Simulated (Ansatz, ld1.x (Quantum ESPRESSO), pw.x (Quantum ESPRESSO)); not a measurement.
## Equation-of-state test of one TM potential (Sn)

ld1.x (Quantum ESPRESSO) 7.5 input, shortened:

```
&input
   title='Sn', zed=50., rel=1, dft='PBESOL', iswitch=3,
   config='[Kr] 4d10 5s2 5p1.75'
 /
 &inputp
   pseudotype=2, tm=.true., lloc=-1, rcloc=1.55,
   nlcc=.true., rcore=0.80
 /
3
5S  1  0   2.00   0.00  2.00  2.00  0.0
5P  2  1   1.75   0.00  2.55  2.55  0.0
4D  3  2  10.00   0.00  1.50  1.50  0.0
 &test
   configts(1)='4d10 5s2 5p1.75'
 /
```

Crystal test: bcc Sn in pw.x 7.5, no spin, 12³ k-points, Fermi–Dirac smearing 0.01 Ry, cutoffs 170/680 Ry. The reference is all-electron LAPW (Ansatz 0.2.0) with the same functional, mesh and smearing; V0 and B0 come from Birch–Murnaghan fits to the pressures at five volumes. Errors are pseudo minus all-electron; Δ is the rms difference of the E(V) curves that follow from these fits, minima aligned, over ±6 % about the mean V0. Mesh and smearing are coarse, so the numbers serve the comparison and aren't converged zero-temperature values; the lattice is a test structure that the element need not adopt.

All-electron: a0 = 3.738 Å (V0 = 26.10 Å³/atom), B0 = 55.2 GPa.

How far does the potential miss the all-electron equation of state?

mean pressure error (GPa): -10.59. The pressure does not cross zero within the volumes sampled, so no fit is given. This is a poor potential for the solid. The pseudo pressure rises with volume over the whole range, a mechanical instability. Note: ghost state, extra bound levels that the all-electron valence spectrum of the same l lacks: s at -73.3 eV. A true bound ghost makes a file unfit for plane-wave use.

| V (Å³/atom) | P all-electron (GPa) | P pseudo (GPa) |
| --- | --- | --- |
| 24.912 | 2.89 | -11.23 |
| 25.567 | 1.21 | -10.97 |
| 26.223 | -0.25 | -10.67 |
| 26.879 | -1.50 | -10.35 |
| 27.534 | -2.59 | -10.00 |

At the middle volume, how do free energy and pressure move when the wave cutoff is lowered (ecutrho kept at four times it)?

```tsv
cutoff (Ry)	shift of F (meV/atom)	shift of P (GPa)
76	+143.7	-7.14
102	+43.8	-0.19
136	+8.5	-0.26
```

The run at the middle volume (72 k-points, 12 iterations) took about 2.2 min on one core of a shared host (Neoverse-V2, 96 threads, 742 GiB, load 52).
